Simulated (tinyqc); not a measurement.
Stretching all distances: RHF, UHF, MP2, CISD and CCSD against full CI in the sto-3g basis, for HF, spin multiplicity 1. Computed by the program tinyqc with PySCF. All coordinates are multiplied by the scale. c0^2 is the weight of the RHF determinant in the lowest singlet FCI state (UHF is spin-contaminated and may lie near states of higher spin) and n(LUMO) the first natural occupation beyond the occupied space.

Geometry (angstrom):
```
atom,x,y,z
F,0.0000,0.0000,0.0000
H,0.0000,0.0000,0.9070
```

Full CI energy (hartree) and errors against it (kcal/mol):
```
scale,distance 1-2 (angstrom),E(FCI),RHF,UHF,MP2,CISD,CCSD,<S^2> UHF,c0^2,n(LUMO)
0.9200,0.8344,-98.568695,12.6393,12.6393,3.8502,0.0000,0.0000,0.0000,0.9898,0.0200
1.0900,0.9886,-98.603269,19.9281,19.9281,6.9540,0.0000,0.0000,0.0000,0.9790,0.0412
1.2700,1.1519,-98.587021,30.7553,30.7553,11.9861,0.0000,0.0000,0.0000,0.9583,0.0820
1.4400,1.3061,-98.556933,44.2342,37.9663,18.5520,0.0000,0.0000,0.3614,0.9268,0.1443
1.6200,1.4693,-98.524845,61.9520,31.3880,27.2215,0.0000,0.0000,0.6740,0.8793,0.2388
1.7900,1.6235,-98.499782,81.4564,21.9650,36.3386,0.0000,0.0000,0.8262,0.8229,0.3510
1.9700,1.7868,-98.480664,103.7358,13.4500,45.5353,0.0000,0.0000,0.9111,0.7581,0.4804
2.1400,1.9410,-98.469043,124.6456,7.8964,52.1474,0.0000,0.0000,0.9530,0.7000,0.5965
```

What does the comparison show, and why?

UHF parts from RHF first at scale 1.44 of those listed, where <S^2> leaves zero. The weight c0^2 goes from 0.99 to 0.70 and n(LUMO) from 0.02 to 0.60: static correlation grows as the bonds break into open-shell fragments. The spread of the error along the curve, which distorts its shape, is CISD 0.0, CCSD 0.0, UHF 30.1, MP2 48.3, RHF 112.0 kcal/mol. With one virtual orbital CISD and CCSD are exact.
